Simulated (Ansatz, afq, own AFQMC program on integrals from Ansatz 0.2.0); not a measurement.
## CH4Si, singlet: AFQMC among the cluster methods

| atom | x (Å) | y (Å) | z (Å) |
| --- | --- | --- | --- |
| Si | 0.0000 | 0.0000 | 0.5299 |
| C | 0.0000 | 0.0000 | -1.1689 |
| H | 0.0000 | 1.2445 | 1.3276 |
| H | 0.0000 | -1.2445 | 1.3276 |
| H | 0.0000 | 0.9175 | -1.7458 |
| H | 0.0000 | -0.9175 | -1.7458 |

Connectivity, by distances: SiH2–CH2.

Basis 6-31G. Noble-gas cores (and the filled d shells of Ga–Kr and In–Xe) are frozen. Integrals, coupled cluster, full CI and functionals: Ansatz 0.2.0; the random walks run on the same integrals in our own AFQMC program. The CISD trial takes its coefficients from CCSD amplitudes. Released means that phaseless walkers are propagated on without the constraint, phases kept. Free AFQMC starts from the CCSD state and is never constrained. Its projection time is finite, and what remains of the start isn't in its error. Error bars are statistical, one sigma.

Determinant: UHF, the one that the program's search chose, which needn't be the lowest solution. The geometry is a point of a scan.

No full CI on the walks' own integrals is used here; CCSDT(Q) serves as the reference and is uncertain by about the last step of the cluster series.

Cautions: higher spins were not checked; an unrestricted solution with more broken spin lies lower (126 meV, ⟨S²⟩ 0.38), while this determinant keeps restricted orbitals.

The T1 diagnostic is 0.0120. The weight of the determinant in the CISD state is 0.879 and the ⟨S²⟩ of the determinant is 0.000. The size of the correlated space is 12 electrons in 24 orbitals.

```csv
level,correlation energy (eV)
MP2,-4.1966
CCSD,-4.9864
CCSD(T),-5.1212
```

Task: Estimate where phaseless AFQMC with the Hartree–Fock trial lies against CCSD(T) on the same integrals.

Result: 15.6 ± 55.3 meV below CCSD(T). The gap is under twice the noise, so this walk alone can't tell the two apart.

Reference: CCSDT(Q), correlation energy -5.145 eV. The released energy is read at 2.40 1/Eh (meV from the phaseless value at times in 1/Eh: 11 ± 10 at 0.24, 2 ± 7 at 0.51, -9 ± 9 at 0.99, 16 ± 7 at 1.62, 19 ± 8 at 2.40).

| level | E − E(reference) (meV) | share of correlation (%) |
| --- | --- | --- |
| CCSD(T) | 24.2 | 99.53 |
| CCSDT | 11.5 | 99.78 |
| ph-AFQMC/HF | 8.6 ± 55.3 | 99.83 |
| ph-AFQMC/CISD | -1.2 ± 19.3 | 100.02 |
| released AFQMC | 18.0 ± 8.4 | 99.65 |
| free AFQMC | -3.9 ± 10.0 | 100.08 |

Free projections are given only where their last times agree within the noise and don't stop above the reference; a slow remainder of the start can still hide under it. A walk keeps the symmetry of its determinant, which the program's search chose and which needn't be the lowest solution, so a lower state of the same spin and another symmetry isn't excluded. Released energies are given only where the last usable release times agree within the noise; a slower fall can still hide under it.
